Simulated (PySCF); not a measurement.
# SiHClO (SMILES O[Si]Cl): wB97X-V/STO-3G

Aim: the energy change on altering one bond length of SiHClO at wB97X-V/STO-3G, from 2 runs. 

Program for the calculation: PySCF 2.14.0.

31 further runs of the same task are left out: 14 that didn't finish, 17 set aside as unsound or not needed.

**1. The structure to begin with**

The species is SiHClO (4 atoms), meant as a singlet with charge 0. As SMILES, `O[Si]Cl`. The coordinates come from a PBE0-D4/def2-TZVP relaxation.

Bond lengths: O1–Si2 1.637 Å, Si2–Cl3 2.110 Å, O1–H4 0.963 Å. Angles: O1–Si2–Cl3 101.3°, Si2–O1–H4 120.4°.

**2. A single-point energy at wB97X-V/STO-3G**

The input, input.py:

```python
from pyscf import gto, dft

system = gto.M(
    atom='''
O       -0.911800       0.450200      -0.308700
Si      -0.434200      -0.789700       0.647000
Cl       1.662300      -0.701000       0.421400
H       -0.260800       0.980400      -0.780000
''',
    charge=0,
    max_memory=1860,
    verbose=3,
    basis='sto-3g',
)

mf = dft.RKS(system)
mf.xc = 'wb97x-v'
mf.conv_tol = 1e-10
mf.nlcgrids.level = 1
mf.grids.level = 5
mf.kernel()
if not mf.converged:
    mf = mf.newton().run(mf.mo_coeff, mf.mo_occ)

e_final = mf.e_tot
print('E(%s) = %.9f' % ('WB97X-V', e_final))
```

Started as:

```sh
$ OMP_NUM_THREADS=1 python input.py
```

Standard output:

```text
converged SCF energy = -816.025049456542
E(WB97X-V) = -816.025049457
```

Wall time 17 s (1 thread of Intel Xeon Platinum 8488C (Sapphire Rapids), shared host); peak memory 0.22 GiB.

**3. The distorted shape at the same level**

The input, mol.xyz:

```xyz
4

O     -3.427571     0.343761    -0.037983
Si    -2.949971    -0.896139     0.917717
Cl     1.662300    -0.701000     0.421400
H     -2.776571     0.873961    -0.509283
```

The input, job.py:

```python
from pyscf import gto, dft

system = gto.M(
    atom='mol.xyz',
    verbose=3,
    spin=0,
    basis='sto-3g',
    max_memory=1860,
    charge=0,
)

calc0 = dft.RKS(system)
calc0.xc = 'wb97x-v'
calc0.grids.level = 5
calc0.nlcgrids.level = 1
calc0.conv_tol = 1e-10
calc0.kernel()
if not calc0.converged:
    calc0 = calc0.newton().run(calc0.mo_coeff, calc0.mo_occ)

e_final = calc0.e_tot
print(f'total energy: {e_final:.8f} hartree')
```

Started as:

```sh
$ OMP_NUM_THREADS=1 python job.py
```

Standard output:

```text
converged SCF energy = -815.816376336068
total energy: -815.81637634 hartree
```

Wall time 52 s (1 thread of Intel Xeon Platinum 8488C (Sapphire Rapids), shared host); peak memory 0.22 GiB.

**4. Results**

At wB97X-V/STO-3G:

| quantity | value |
| --- | --- |
| first shape: total energy | -816.02505 Eh |
| first shape: dipole moment | 2.35 D |
| first shape: HOMO energy | -7.19 eV |
| first shape: LUMO energy | 4.09 eV |
| first shape: HOMO–LUMO gap | 11.28 eV |
| distorted shape: total energy | -815.81638 Eh |
| distorted shape: dipole moment | 13.79 D |
| distorted shape: HOMO energy | -3.09 eV |
| distorted shape: LUMO energy | 0.26 eV |
| distorted shape: HOMO–LUMO gap | 3.35 eV |
| energy change with the Si2–Cl3 bond stretched from 2.110 to 4.643 Å | 5.678 eV |

One bond (distorted shape) is far stretched, which a spin-restricted single reference describes badly; a broken-symmetry solution may lie lower. With the Si2–Cl3 bond stretched from 2.110 to 4.643 Å the energy rises by 5.68 eV (131 kcal/mol). The first shape isn't relaxed at this level, so the change isn't measured from a minimum. A restricted reference can't describe the breaking bond well at this length. The minimal basis adds a large error of its own.
